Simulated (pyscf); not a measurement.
Thermochemistry of product channels of H₂Al–O–GeH₃ + hydrogen chloride (HCl) on the singlet surface, in kcal/mol, from CCSD(T)/def2-TZVPP + ΔMP2(QZVPP) energies (ideal gas, 1 atm, RRHO with modes under 100 cm⁻¹ raised to 100, one conformer, R ln 2 for chiral ones without a mode under 150 cm⁻¹). PySCF, gas phase, ωB97X-D3(BJ)/def2-SVP geometries. Correlated levels are frozen-core, on RHF or UHF. ΔMP2 is the change of the MP2 total energy from the triple- to the quadruple-zeta basis.

```tsv
products	ΔE	ΔH(298 K)	ΔG(900 K)	ΔG(1200 K)
H₂Al–Cl + HO–GeH₃	-2.3	-1.0	-2.1	-2.1
HO–AlH₂ + Cl–GeH₃	-7.8	-6.6	-6.2	-5.8
```

These are energies of the channels, which say nothing of barriers. The CCSD(T) − MP2 part came from Ansatz, without density fitting, on the same reference. The frozen core leaves the outer d or s,p core shells of the metals and heavy elements correlated in the MP2 and CC values, and def2-TZVPP describes them poorly, which can shift differences by a few kcal/mol. Elements up to Kr have no core potential and no relativistic terms here.
